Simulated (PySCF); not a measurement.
PySCF input (HF/def2-TZVPD):

```python
import numpy as np, basis_set_exchange as bse
from pyscf import gto, scf, dft, df

basis = {'H': gto.basis.parse(bse.get_basis('def2-TZVPD', elements=['H'], fmt='nwchem')), 'S': gto.basis.parse(bse.get_basis('def2-TZVPD', elements=['S'], fmt='nwchem'))}
mol = gto.M(
    atom='''
    S     0.10491123   -0.00079548    0.04460729
    H    -0.32425306    0.99411402   -0.77358955
    H    -0.34497428   -0.99733403   -0.76036906
    H    -1.00935239    0.01594770    0.82024201
    ''',
    basis=basis,
    charge=1,
    verbose=4,
    max_memory=2160,
)
mf = scf.RHF(mol)
mf = mf.density_fit(auxbasis=df.autoaux(mol))
mf.conv_tol = 1e-9
mf.max_cycle = 100
print('smallest overlap eigenvalue', np.linalg.eigvalsh(mol.intor('int1e_ovlp'))[0])
mf.kernel()
dip = mf.dip_moment()
```

Output:

```
PySCF version 2.14.0

[INPUT] verbose = 4
[INPUT] num. atoms = 4
[INPUT] num. electrons = 18
[INPUT] charge = 1
[INPUT] spin (= nelec alpha-beta = 2S) = 0
[INPUT] symmetry False subgroup None
[INPUT] Mole.unit = angstrom
[INPUT] Symbol           X                Y                Z      unit          X                Y                Z       unit  Magmom
[INPUT]  1 S      0.104911230000  -0.000795480000   0.044607290000 AA    0.198253492091  -0.001503239338   0.084295561259 Bohr   0.0
[INPUT]  2 H     -0.324253060000   0.994114020000  -0.773589550000 AA   -0.612749478452   1.878603234390  -1.461872382326 Bohr   0.0
[INPUT]  3 H     -0.344974280000  -0.997334030000  -0.760369060000 AA   -0.651906909219  -1.884688171409  -1.436889276993 Bohr   0.0
[INPUT]  4 H     -1.009352390000   0.015947700000   0.820242010000 AA   -1.907399580275   0.030136785317   1.550032754763 Bohr   0.0

nuclear repulsion = 19.5049682816381
number of shells = 31
number of NR pGTOs = 105
number of NR cGTOs = 73
basis = {'H': [[0, [34.061341, 0.0060251978], [5.1235746, 0.045021094], [1.1646626, 0.20189726]], [0, [0.32723041, 1.0]], [0, [0.10307241, 1.0]], [1, [0.8, 1.0]], [1, [0.095774129632, 1.0]]], 'S': [[0, [60700.928104, 0.00054695944225], [9102.6106854, 0.0042297224557], [2071.4166009, 0.021747824159], [586.02476821, 0.085100053589], [190.55395021, 0.24799128459], [67.63038426, 0.46703640406], [25.127306905, 0.3643458755]], [0, [112.5746301, 0.02167004024], [34.795554217, 0.09360230176], [6.5115556215, -0.26068001422]], [0, [3.2399032261, 1.2842089435], [1.5477160881, 0.66036416584]], [0, [0.40541030112, 1.0]], [0, [0.14550651059, 1.0]], [0, [0.05017883954, 1.0]], [1, [564.36716027, 0.0024796796317], [133.42624379, 0.01967793025], [42.468271189, 0.089980008258], [15.61652758, 0.25705880575], [6.1093988469, 0.43515167292]], [1, [2.4404160198, 0.34883240595]], [1, [0.83882201296, 1.0]], [1, [0.312887469, 1.0]], [1, [0.10770109004, 1.0]], [1, [0.030359833649, 1.0]], [2, [3.756, 0.2], [0.812, 1.0]], [2, [0.273, 1.0]], [2, [0.08154702497, 1.0]], [3, [0.557, 1.0]]]}
ecp = {}
ETB for H: l = 0, exps = 0.191548259264 * 1.8^n , n = 0..10
ETB for H: l = 1, exps = 0.191548259264 * 2^n , n = 0..4
ETB for H: l = 2, exps = 0.191548259264 * 2.2^n , n = 0..3
ETB for S: l = 0, exps = 0.060719667298 * 1.8^n , n = 0..19
ETB for S: l = 1, exps = 0.060719667298 * 1.8^n , n = 0..16
ETB for S: l = 2, exps = 0.060719667298 * 1.8^n , n = 0..15
ETB for S: l = 3, exps = 0.111906858619 * 2.2^n , n = 0..9
ETB for S: l = 4, exps = 0.16309404994 * 2.2^n , n = 0..6
smallest overlap eigenvalue 0.0013062153029412254

******** <class 'pyscf.df.df_jk.DFRHF'> ********
method = DFRHF
initial guess = minao
damping factor = 0
level_shift factor = 0
DIIS = <class 'pyscf.scf.diis.CDIIS'>
diis_start_cycle = 1
diis_space = 8
diis_damp = 0
SCF conv_tol = 1e-09
SCF conv_tol_grad = None
SCF max_cycles = 100
direct_scf = False
Set gradient conv threshold to 3.16228e-05
Initial guess from minao.
******** <class 'pyscf.df.df.DF'> ********
auxbasis = {'H': [[0, [np.float64(68.39167820189891), 1]], [0, [np.float64(37.99537677883273), 1]], [0, [np.float64(21.108542654907072), 1]], [0, [np.float64(11.726968141615039), 1]], [0, [np.float64(6.514982300897243), 1]], [0, [np.float64(3.61943461160958), 1]], [0, [np.float64(2.0107970064497662), 1]], [0, [np.float64(1.117109448027648), 1]], [0, [np.float64(0.62061636001536), 1]], [0, [np.float64(0.3447868666752), 1]], [0, [np.float64(0.191548259264), 1]], [1, [np.float64(3.064772148224), 1]], [1, [np.float64(1.532386074112), 1]], [1, [np.float64(0.766193037056), 1]], [1, [np.float64(0.383096518528), 1]], [1, [np.float64(0.191548259264), 1]], [2, [np.float64(2.0396058646430726), 1]], [2, [np.float64(0.9270935748377601), 1]], [2, [np.float64(0.4214061703808), 1]], [2, [np.float64(0.191548259264), 1]]], 'S': [[0, [np.float64(4300.381453866025), 1]], [0, [np.float64(2389.100807703347), 1]], [0, [np.float64(1327.2782265018595), 1]], [0, [np.float64(737.376792501033), 1]], [0, [np.float64(409.65377361168504), 1]], [0, [np.float64(227.58542978426948), 1]], [0, [np.float64(126.43634988014969), 1]], [0, [np.float64(70.24241660008317), 1]], [0, [np.float64(39.02356477782398), 1]], [0, [np.float64(21.67975820990221), 1]], [0, [np.float64(12.044310116612339), 1]], [0, [np.float64(6.691283398117966), 1]], [0, [np.float64(3.717379665621092), 1]], [0, [np.float64(2.065210925345051), 1]], [0, [np.float64(1.1473394029694728), 1]], [0, [np.float64(0.6374107794274848), 1]], [0, [np.float64(0.35411709968193605), 1]], [0, [np.float64(0.19673172204552), 1]], [0, [np.float64(0.1092954011364), 1]], [0, [np.float64(0.060719667298), 1]], [1, [np.float64(737.376792501033), 1]], [1, [np.float64(409.65377361168504), 1]], [1, [np.float64(227.58542978426948), 1]], [1, [np.float64(126.43634988014969), 1]], [1, [np.float64(70.24241660008317), 1]], [1, [np.float64(39.02356477782398), 1]], [1, [np.float64(21.67975820990221), 1]], [1, [np.float64(12.044310116612339), 1]], [1, [np.float64(6.691283398117966), 1]], [1, [np.float64(3.717379665621092), 1]], [1, [np.float64(2.065210925345051), 1]], [1, [np.float64(1.1473394029694728), 1]], [1, [np.float64(0.6374107794274848), 1]], [1, [np.float64(0.35411709968193605), 1]], [1, [np.float64(0.19673172204552), 1]], [1, [np.float64(0.1092954011364), 1]], [1, [np.float64(0.060719667298), 1]], [2, [np.float64(409.65377361168504), 1]], [2, [np.float64(227.58542978426948), 1]], [2, [np.float64(126.43634988014969), 1]], [2, [np.float64(70.24241660008317), 1]], [2, [np.float64(39.02356477782398), 1]], [2, [np.float64(21.67975820990221), 1]], [2, [np.float64(12.044310116612339), 1]], [2, [np.float64(6.691283398117966), 1]], [2, [np.float64(3.717379665621092), 1]], [2, [np.float64(2.065210925345051), 1]], [2, [np.float64(1.1473394029694728), 1]], [2, [np.float64(0.6374107794274848), 1]], [2, [np.float64(0.35411709968193605), 1]], [2, [np.float64(0.19673172204552), 1]], [2, [np.float64(0.1092954011364), 1]], [2, [np.float64(0.060719667298), 1]], [3, [np.float64(135.10170567052018), 1]], [3, [np.float64(61.4098662138728), 1]], [3, [np.float64(27.91357555176036), 1]], [3, [np.float64(12.6879888871638), 1]], [3, [np.float64(5.767267675983544), 1]], [3, [np.float64(2.6214853072652473), 1]], [3, [np.float64(1.1915842305751123), 1]], [3, [np.float64(0.5416291957159601), 1]], [3, [np.float64(0.24619508896180003), 1]], [3, [np.float64(0.111906858619), 1]], [4, [np.float64(18.491587725168415), 1]], [4, [np.float64(8.405267147803825), 1]], [4, [np.float64(3.8205759762744655), 1]], [4, [np.float64(1.7366254437611206), 1]], [4, [np.float64(0.7893752017096002), 1]], [4, [np.float64(0.35880690986800007), 1]], [4, [np.float64(0.16309404994), 1]]]}
init E= -399.186593906563
  HOMO = -0.431072429988237  LUMO = 0.0419179898207744  gap/eV = 12.87072
cycle= 1 E= -398.940797530429  delta_E= 0.246  |g|= 0.327  |ddm|= 1.15
  HOMO = -0.823707609174427  LUMO = -0.160725526188704  gap/eV = 18.04066
cycle= 2 E= -398.985112381945  delta_E= -0.0443  |g|= 0.102  |ddm|= 0.346
  HOMO = -0.78595993639907  LUMO = -0.133967390167894  gap/eV = 17.74162
cycle= 3 E= -398.988085961147  delta_E= -0.00297  |g|= 0.0292  |ddm|= 0.123
  HOMO = -0.785761926672489  LUMO = -0.131401707726145  gap/eV = 17.80605
cycle= 4 E= -398.988615879436  delta_E= -0.00053  |g|= 0.0083  |ddm|= 0.029
  HOMO = -0.786451030618892  LUMO = -0.131708284400568  gap/eV = 17.81646
cycle= 5 E= -398.988664873923  delta_E= -4.9e-05  |g|= 0.00198  |ddm|= 0.0108
  HOMO = -0.786982870073331  LUMO = -0.131802843578668  gap/eV = 17.82836
cycle= 6 E= -398.988667569413  delta_E= -2.7e-06  |g|= 0.000264  |ddm|= 0.00461
  HOMO = -0.786964758975309  LUMO = -0.131820306135353  gap/eV = 17.82739
cycle= 7 E= -398.988667614672  delta_E= -4.53e-08  |g|= 4.7e-05  |ddm|= 0.000665
  HOMO = -0.786983179410328  LUMO = -0.131822295271557  gap/eV = 17.82784
cycle= 8 E= -398.988667615658  delta_E= -9.86e-10  |g|= 8.92e-06  |ddm|= 6.84e-05
  HOMO = -0.786980731608601  LUMO = -0.131822304963602  gap/eV = 17.82777
Extra cycle  E= -398.988667615699  delta_E= -4.12e-11  |g|= 3.11e-06  |ddm|= 1.32e-05
converged SCF energy = -398.988667615699

WARN: System has nonzero charge 1; the dipole moment is origin-dependent.
Location of origin: [0. 0. 0.]

Dipole moment(X, Y, Z, Debye): -1.41572,  0.01073, -0.60195
```
